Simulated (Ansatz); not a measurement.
Results of PBE-D3(BJ) (Ansatz, a quantum-chemistry and plane-wave program, PAW) for fcc Au.

Numerical settings: plane-wave cutoff 520 eV, 24×24×24 k mesh, Fermi–Dirac smearing 0.05 eV, scalar-relativistic PAW data made under PBE.

Pressure at four volumes; x = ln(V/17.267 Å³). One pressure is withheld.

| V (Å³/atom) | x | P (GPa) |
|---|---|---|
| 16.231 | -0.0619 | ? |
| 16.576 | -0.0408 | 7.42 |
| 17.267 | 0.0000 | -0.04 |
| 18.303 | 0.0583 | -8.00 |

Problem. Pass a parabola P(x) through the three rows shown, estimate the bulk modulus and its pressure derivative near zero pressure, and predict the withheld pressure.

Solution. Slopes between the rows: (-0.04 − (7.42))/(0.0000 − (-0.0408)) = -182.84 and (-8.00 − (-0.04))/(0.0583 − (0.0000)) = -136.54 GPa. Their difference over the span 0.0991 is c = 46.30/0.0991 = 467.2 GPa, so P(x) = 7.42 + (-182.84)(x − (-0.0408)) + 467.2 (x − (-0.0408))(x − (0.0000)). At the middle row B = −dP/dx = −[-182.84 + 467.2 × 0.0408] = 163.8 GPa, and B′ = dB/dP = 2c/B = 5.7. At x = -0.0619 the parabola gives 11.89 GPa; the run gives 11.98 GPa. The Birch–Murnaghan fit to the energies at all volumes has B0 = 162 GPa and B′ = 5.9.

Measured, for comparison: bulk modulus 182 GPa (0 K value with the zero-point phonon effect removed, our sources range from 175 to 182; as tabulated in Mejia-Rodriguez and Trickey (2018), arXiv:1807.09216). Computed (rounded) less measured: bulk modulus -11 % (-7 % to -11 % over the range).

Spin–orbit coupling is not included; it can shift volumes and moduli of such heavy elements.
